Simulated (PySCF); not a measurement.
Simulated outer-valence photoelectron spectrum of 1-chloro-1-propene(E), `C/C=C/Cl`. The calculation used EOM-IP-CCSD/aug-cc-pVDZ in PySCF, restricted Hartree–Fock reference, frozen core, non-relativistic, gas phase, PBE0-D3(BJ)/def2-SVP geometry.

Each root has a Gaussian of 0.5 eV full width with its one-hole share as area; cross sections and vibrations are left out, and the highest printed point is 100.

```tsv
ionisation energy (eV)	intensity
8.8	1
9.0	7
9.2	32
9.4	60
9.6	46
9.8	15
10.0	2
10.2	0
10.4	0
10.6	0
10.8	3
11.0	19
11.2	51
11.4	57
11.6	26
11.8	5
12.0	1
12.2	3
12.4	20
12.6	64
12.8	100
13.0	87
13.2	47
13.4	44
13.6	61
13.8	41
14.0	12
14.2	3
14.4	11
14.6	41
14.8	61
15.0	44
15.2	42
15.4	62
15.6	60
15.8	61
16.0	59
16.2	29
16.4	6
16.6	1
```

Q: Where are the maxima, and how many lines lie under the curve?

A: 7 maxima, at 9.4, 11.3, 12.9, 13.6, 14.8, 15.5 and 15.9 eV, from 8 lines. At this width some lines have no maximum of their own.

Q: List the lines with their holes.

A: 
| E (eV) | leading hole (HF orbital) | area | Koopmans (eV) |
| --- | --- | --- | --- |
| 9.44 | HOMO | 0.96 | 9.64 |
| 11.33 | HOMO-1 | 0.96 | 12.22 |
| 12.72 | HOMO-2 | 0.94 | 13.65 |
| 12.97 | HOMO-3 | 0.96 | 14.04 |
| 13.61 | HOMO-4 | 0.96 | 14.60 |
| 14.79 | HOMO-5 | 0.95 | 15.80 |
| 15.43 | HOMO-6 | 0.94 | 16.95 |
| 15.94 | HOMO-7 | 0.94 | 17.26 |

The widest gap, 1.89 eV, lies between 9.44 and 11.33 eV. Only orbitals with −ε under 21 eV, eight at most, were ionised, so the high end of the curve may lack lines.
